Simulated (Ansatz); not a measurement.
**SiS+ (sextet): from Hartree-Fock to the top rungs, def2-TZVPP**

The task here is to estimate one member of a computed series from the others.

Computed with Ansatz 0.2.0, Gaussian basis. Level: def2-TZVPP, core rule «outside noble gas», up to 10 orbitals frozen.

To be run: UHF; ROHF; CCSD(T) on UHF.

## What is computed

The geometry is a PBE0/def2-TZVP stationary point (not a proven minimum) of the parent state, kept for this charge and spin.

2 atoms, charge 1, spin multiplicity 6.

Atoms are counted from 1 here; the program's logs count them from 0.

Bond lengths: Si1–S2 2.145 Å.

The first run:

in.yaml

```yaml
crystal:
  periodic: [false, false, false]
  atoms:
    - {symbol: Si, position_ang: [0.000000, 0.000000, 0.000000]}
    - {symbol: S, position_ang: [0.000000, 0.000000, 2.144800]}
basis:
  gaussian: {orbitals: def2-TZVPP}
total_charge: 1
magnetization: {spin_polarized: true, initial_magnetization: 5}
hamiltonian: {xc: hf}
output: {orbitals: {seedname: orbitals}}
```

Launch:

```sh
> ansatz run in.yaml --threads 1 --pin off --events-out ev --progress --plain --max-ram 4096MiB --backend cpu
```

Among the steps run: UHF; ROHF; CCSD(T) on UHF.

One of the session's tables, all rows but one given; the rest of the session is left out.

It belongs to the step «Misses and costs». 

```
  method  from UCCSD(T) (kJ/mol)
    ROHF                       ?
     UHF                  +488.9
    UMP2                  +105.5
   UCCSD                   +20.1
UCCSD(T)                       0
```

Estimate the missing values for ROHF.

As computed: from UCCSD(T) (kJ/mol): +507.3. In the column «from UCCSD(T) (kJ/mol)» it is the highest.
